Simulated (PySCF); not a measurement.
Molecule: SMILES FC(F)(F)S, CHF$_{3}$S.

Geometry:
| atom | x (Å) | y (Å) | z (Å) |
| --- | --- | --- | --- |
| F1 | -1.146 | 0.202 | 0.852 |
| C2 | -0.370 | 0.074 | -0.220 |
| F3 | -0.052 | 1.301 | -0.620 |
| F4 | -1.074 | -0.512 | -1.180 |
| S5 | 1.091 | -0.946 | 0.103 |
| H6 | 1.551 | -0.119 | 1.065 |

Geometry PBE0-D3(BJ)/def2-SVP throughout; GIAO in PySCF 2.14, gas phase, one conformer, non-relativistic; equivalent atoms averaged; basis pcSseg-2.

Problem. How do the absolute shieldings σ depend on the functional? (ppm; last column core-seconds on shared hosts with different chips, so compare them loosely; the GGAs took longer than the global hybrids here, which isn't the general rule, and the cause wasn't traced)

Solution. 
```
functional                    kind  F1/F3/F4    C2     S5     H6  core-s
        HF            Hartree–Fock     265.7  68.6  476.2  28.06     6.2
       LDA                     LDA     189.5  27.3  427.0  27.17      14
       PBE                     GGA     194.8  30.5  441.4  27.84      25
      BLYP                     GGA     195.4  24.6  407.1  28.06      16
      BP86                     GGA     196.3  30.5  433.4  27.90      15
      OPBE                     GGA     205.0  41.9  486.1  27.93      15
       KT2                     GGA     194.6  39.1  472.6  27.83      16
       KT3                     GGA     201.9  40.0  473.0  28.10      17
     B97-D                     GGA     205.3  33.7  435.2  28.08      16
     B3LYP           global hybrid     212.3  33.6  421.1  27.97      11
      PBE0           global hybrid     216.2  41.1  457.3  27.81      11
  mPW1PW91           global hybrid     217.3  40.3  451.0  27.87      12
      WP04           global hybrid     219.4  22.5  373.6  28.25     6.5
     B97-2           global hybrid     219.2  42.0  456.5  27.97     6.4
 BHandHLYP           global hybrid     234.2  46.8  439.6  27.91     6.5
 CAM-B3LYP  range-separated hybrid     219.3  37.7  421.2  27.76     9.2
   wB97X-D  range-separated hybrid     222.1  41.8  442.0  27.87     9.1
   LC-wPBE  range-separated hybrid     226.4  43.3  445.8  27.70      13
```

Problem. Which nucleus moves most, in ppm?

Solution. S5 (thiol sulfur): from 373.6 ppm with WP04 to 486.1 ppm with OPBE. The smallest spread is 1.08 ppm, at H6. Proton shifts span only some 12 ppm, so a few tenths of a ppm matter as much there as several ppm in carbon.
